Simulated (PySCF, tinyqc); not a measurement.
Inside a calculation. Method: CIS and TDHF on RHF in the sto-3g basis, for LiH, spin multiplicity 1. The lowest restricted solution is unstable here: a spin-polarised one lies 0.0107 hartree lower (PySCF). One step of it, computed by the program tinyqc.

Task: Integrals over molecular orbitals. (pq|rs) = sum C_ip C_jq C_kr C_ls (ij|kl), one index at a time.

coefficients C:
```
               MO1        MO2        MO3       MO4        MO5        MO6
1Li 1s    0.991525  -0.148508  -0.216260  0.000000   0.000000   0.111083
1Li 2s    0.033111   0.511247   0.799891  0.000000   0.000000  -0.483496
1Li 2px   0.000000   0.000000   0.000000  0.953905  -0.300108   0.000000
1Li 2py   0.000000   0.000000   0.000000  0.300108   0.953905   0.000000
1Li 2pz  -0.004319   0.319608  -0.581565  0.000000   0.000000  -0.840315
2H 1s    -0.001857   0.609323  -0.226699  0.000000   0.000000   0.891114
```

core Hamiltonian H = T + V (hartree):
```
            1Li 1s     1Li 2s    1Li 2px    1Li 2py    1Li 2pz      2H 1s
1Li 1s   -4.636874  -1.040230   0.000000   0.000000  -0.007842  -0.061450
1Li 2s   -1.040230  -1.328329   0.000000   0.000000  -0.083005  -0.351640
1Li 2px   0.000000   0.000000  -1.080587   0.000000   0.000000   0.000000
1Li 2py   0.000000   0.000000   0.000000  -1.080587   0.000000   0.000000
1Li 2pz  -0.007842  -0.083005   0.000000   0.000000  -1.142225  -0.493110
2H 1s    -0.061450  -0.351640   0.000000   0.000000  -0.493110  -1.158870
```

Two-electron integrals (ij|kl) in chemists' order, unique and non-zero (hartree):
```
(11|11) 1.680395   (21|11) 0.265420   (21|21) 0.049941   (22|11) 0.397727
(22|21) 0.092860   (22|22) 0.290562   (31|31) 0.008981   (32|31) 0.013788
(32|32) 0.064184   (33|11) 0.396640   (33|21) 0.092880   (33|22) 0.290497
(33|33) 0.312946   (41|41) 0.008981   (42|41) 0.013788   (42|42) 0.064184
(43|43) 0.016869   (44|11) 0.396640   (44|21) 0.092880   (44|22) 0.290497
(44|33) 0.279207   (44|44) 0.312946   (51|51) 0.008981   (52|51) 0.013788
(52|52) 0.064184   (53|53) 0.016869   (54|54) 0.016869   (55|11) 0.396640
(55|21) 0.092880   (55|22) 0.290497   (55|33) 0.279207   (55|44) 0.279207
(55|55) 0.312946   (61|11) 0.014323   (61|21) 0.002736   (61|22) 0.005272
(61|33) 0.005204   (61|44) 0.005204   (61|51) 0.000374   (61|52) 0.000733
(61|55) 0.005411   (61|61) 0.000169   (62|11) 0.068350   (62|21) 0.016317
(62|22) 0.058942   (62|33) 0.055449   (62|44) 0.055449   (62|51) 0.002466
(62|52) 0.018700   (62|55) 0.065874   (62|61) 0.001102   (62|62) 0.025111
(63|31) 0.000878   (63|32) 0.004996   (63|53) 0.002395   (63|63) 0.001214
(64|41) 0.000878   (64|42) 0.004996   (64|54) 0.002395   (64|64) 0.001214
(65|11) 0.095822   (65|21) 0.022991   (65|22) 0.084971   (65|33) 0.079164
(65|44) 0.079164   (65|51) 0.003786   (65|52) 0.028952   (65|55) 0.096508
(65|61) 0.001581   (65|62) 0.038558   (65|65) 0.059488   (66|11) 0.230748
(66|21) 0.055625   (66|22) 0.220652   (66|33) 0.202729   (66|44) 0.202729
(66|51) 0.007808   (66|52) 0.078093   (66|55) 0.256342   (66|61) 0.003763
(66|62) 0.125462   (66|65) 0.197155   (66|66) 0.774606
```

Give: one-electron integrals over orbitals h = C^T H C; Two-electron integrals over orbitals.

Result:

one-electron integrals over orbitals h = C^T H C (hartree):
```
         1        2        3        4        5        6
1  -4.6280   0.0955   0.1605   0.0000   0.0000  -0.0520
2   0.0955  -1.2648   0.0080   0.0000   0.0000   0.0552
3   0.1605   0.0080  -1.0860   0.0000   0.0000   0.0172
4   0.0000   0.0000   0.0000  -1.0806   0.0000   0.0000
5   0.0000   0.0000   0.0000   0.0000  -1.0806   0.0000
6  -0.0520   0.0552   0.0172   0.0000   0.0000  -1.0194
```

Two-electron integrals over orbitals (pq|rs), unique and non-zero (hartree):
```
(11|11) 1.6594      (21|11) -0.0977     (21|21) 0.0099      (22|11) 0.3039
(22|21) 0.0022      (22|22) 0.4415      (31|11) -0.1423     (31|21) 0.0107
(31|22) -0.0104     (31|31) 0.0220      (32|11) 0.0331      (32|21) -0.0025
(32|22) -0.0635     (32|31) -3.48e-04   (32|32) 0.0254      (33|11) 0.3888
(33|21) -0.0085     (33|22) 0.2122      (33|31) 0.0006      (33|32) 0.0163
(33|33) 0.3245      (41|41) 0.0098      (42|41) 0.0073      (42|42) 0.0209
(43|41) 0.0104      (43|42) 0.0208      (43|43) 0.0414      (44|11) 0.3963
(44|21) -0.0035     (44|22) 0.2388      (44|31) -0.0051     (44|32) 0.0166
(44|33) 0.2784      (44|44) 0.3129      (51|51) 0.0098      (52|51) 0.0073
(52|52) 0.0209      (53|51) 0.0104      (53|52) 0.0208      (53|53) 0.0414
(54|54) 0.0169      (55|11) 0.3963      (55|21) -0.0035     (55|22) 0.2388
(55|31) -0.0051     (55|32) 0.0166      (55|33) 0.2784      (55|44) 0.2792
(55|55) 0.3129      (61|11) 0.0674      (61|21) -0.0089     (61|22) -0.0071
(61|31) -0.0044     (61|32) 0.0029      (61|33) 0.0116      (61|44) 0.0016
(61|55) 0.0016      (61|61) 0.0106      (62|11) -0.0846     (62|21) 0.0011
(62|22) 0.1051      (62|31) 0.0045      (62|32) -0.0486     (62|33) -0.0177
(62|44) -0.0407     (62|55) -0.0407     (62|61) 0.0014      (62|62) 0.1319
(63|11) 0.0261      (63|21) -0.0022     (63|22) -0.0612     (63|31) 0.0039
(63|32) 0.0211      (63|33) 0.0371      (63|44) 0.0101      (63|55) 0.0101
(63|61) 0.0046      (63|62) -0.0422     (63|63) 0.0342      (64|41) -0.0056
(64|42) -0.0179     (64|43) -0.0112     (64|64) 0.0188      (65|51) -0.0056
(65|52) -0.0179     (65|53) -0.0112     (65|65) 0.0188      (66|11) 0.3486
(66|21) 4.88e-04    (66|22) 0.4118      (66|31) -0.0104     (66|32) -0.0505
(66|33) 0.2391      (66|44) 0.2557      (66|55) 0.2557      (66|61) -0.0053
(66|62) 0.0883      (66|63) -0.0471     (66|66) 0.4054
```
